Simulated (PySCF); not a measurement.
## A small calculation by hand: entropy of an ideal gas

C₂H₅, SMILES [CH2]C, multiplicity 2.

The structure is a stationary point at r2SCAN-D4/def2-TZVP. The isomer is the one that the SMILES or the coordinates give; other isomers of the formula were not compared.

PySCF with r2SCAN-D4/def2-TZVP gives the harmonic wavenumbers 120, 502, 812, 977, 1074, 1192, 1389, 1462, 1476, 1478, 2956, 3049, 3097, 3147, 3249 cm⁻¹ and the rotational temperatures 4.9857, 1.0976, 1.0167 K. The molar mass is 29.06 g/mol, the symmetry number 1, the spin multiplicity 2.

### Question
Work out the entropy at 298.15 K and 1 atm in the rigid-rotor, harmonic-oscillator model.

### Answer

Translation (Sackur–Tetrode at 1 atm): S = R[1.5 ln M + 2.5 ln T − 1.16487] = 150.8 J/(mol K).
Rotation: q = (√π/σ) T^1.5/√(θA θB θC) = 3870, S = R[ln q + 3/2] = 81.2 J/(mol K).
Vibration: with u = 1.4388 ν/T, each mode gives R[u/(e^u − 1) − ln(1 − e^−u)]:
```
ν (cm⁻¹)  modes     u  S (J/(mol K))
--------  -----  ----  -------------
120           1  0.58          12.97
502           1  2.42           2.73
812           1  3.92           0.83
977           1  4.71           0.43
1074          1  5.18           0.29
1192          1  5.75           0.18
1389          1  6.70           0.08
1462          1  7.06           0.06
1476          1  7.12           0.05
1478          1  7.13           0.05
```
The stiffer modes add less than 0.005 each. Sum 17.7 J/(mol K).
Spin: R ln 2 = 5.8 J/(mol K).
Total 255.4 J/(mol K); the program's own thermochemistry gives 255.4. Translation makes up 59 % and vibration 7 %. Anharmonicity, hindered rotation and orbital degeneracy are left out.
